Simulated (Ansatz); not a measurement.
A nudged elastic band was laid between two geometries of C3H6O2 (11 atoms, charge 0, multiplicity 1).

Theory: RKS PBE0/def2-SVP (Ansatz 0.2.0).

```
movable images  : 5
climbing image  : yes
spring          : 5.0 eV/Å²
optimiser       : quadratic models (default)
start path      : IDPP
force threshold : 0.05 eV/Å
iteration limit : 60
end points      : relaxed
```

Image 0:

```xyz
11
Properties=species:S:1:pos:R:3
C -0.629 0.045 1.640
C -0.319 -0.936 0.784
O 0.235 -0.831 -0.433
C 0.506 0.461 -0.927
O 1.077 0.359 -2.166
H -1.074 -0.218 2.600
H -0.456 1.104 1.440
H -0.503 -1.987 1.030
H -0.443 1.041 -0.927
H 1.230 0.971 -0.266
H 0.442 -0.066 -2.754
```

Image 6:

```xyz
11
Properties=species:S:1:pos:R:3
C -0.583 0.039 1.657
C -0.449 -0.923 0.736
O -0.048 -0.802 -0.539
C 0.326 0.479 -0.995
O 0.712 0.396 -2.305
H -0.924 -0.236 2.656
H -0.375 1.094 1.469
H -0.675 -1.969 0.967
H -0.540 1.163 -0.945
H 1.125 0.866 -0.327
H 1.496 -0.164 -2.354
```

Question: What changes between the two ends?

Answer: No bond is made or broken. The dihedral O3–C4–O5–H11 goes from 62 to -64°. The two ends are copies of one structure, up to a mirror image or an exchange of like atoms.

Question: Give the energies along the band, and the barrier.

Answer: The run converged. The highest image is number 3 of 0 to 6, 0.098 eV above the ends, which have the same energy within 2 meV. A vibrational analysis at the climbing image gives one clearly imaginary mode, 395i cm⁻¹: a first-order saddle point.

```json
{"image": "0", "path coordinate (Å)": "0.00", "energy (eV)": "0.000", "dihedral O3–C4–O5–H11 (°)": "62"}
{"image": "1", "path coordinate (Å)": "0.28", "energy (eV)": "0.015", "dihedral O3–C4–O5–H11 (°)": "49"}
{"image": "2", "path coordinate (Å)": "0.56", "energy (eV)": "0.062", "dihedral O3–C4–O5–H11 (°)": "27"}
{"image": "3", "path coordinate (Å)": "0.84", "energy (eV)": "0.098", "dihedral O3–C4–O5–H11 (°)": "0"}
{"image": "4", "path coordinate (Å)": "1.13", "energy (eV)": "0.060", "dihedral O3–C4–O5–H11 (°)": "-28"}
{"image": "5", "path coordinate (Å)": "1.43", "energy (eV)": "0.012", "dihedral O3–C4–O5–H11 (°)": "-51"}
{"image": "6", "path coordinate (Å)": "1.72", "energy (eV)": "0.000", "dihedral O3–C4–O5–H11 (°)": "-64"}
```

Question: What is the geometry of the highest image?

Answer: 
```xyz
11
Properties=species:S:1:pos:R:3:forces:R:3
C -0.582 0.022 1.654 0.00 0.00 0.00
C -0.392 -0.911 0.716 0.00 0.00 0.00
O 0.080 -0.741 -0.532 0.00 0.00 -0.01
C 0.432 0.554 -0.947 -0.01 0.01 0.02
O 0.890 0.473 -2.244 0.00 0.00 -0.02
H -0.976 -0.284 2.624 0.00 0.00 0.00
H -0.366 1.081 1.507 0.00 0.00 0.00
H -0.619 -1.966 0.895 0.00 0.00 0.00
H -0.457 1.216 -0.880 0.00 0.00 0.00
H 1.218 0.955 -0.273 0.00 0.00 0.00
H 0.837 -0.455 -2.500 0.00 0.00 0.00
```

Question: What are the harmonic wavenumbers there?

Answer: 395i, 103, 233, 236, 450, 617, 720, 840, 974, 996, 1019, 1171, 1181, 1260, 1271, 1319, 1358, 1418, 1469, 1548, 1731, 2981, 3025, 3196, 3221, 3299, 3884 cm⁻¹.

Time of the run: 55 s on 2 threads of Intel(R) Xeon(R) Platinum 8488C (Sapphire Rapids), with other jobs on the host, peak memory 0.22 GiB.
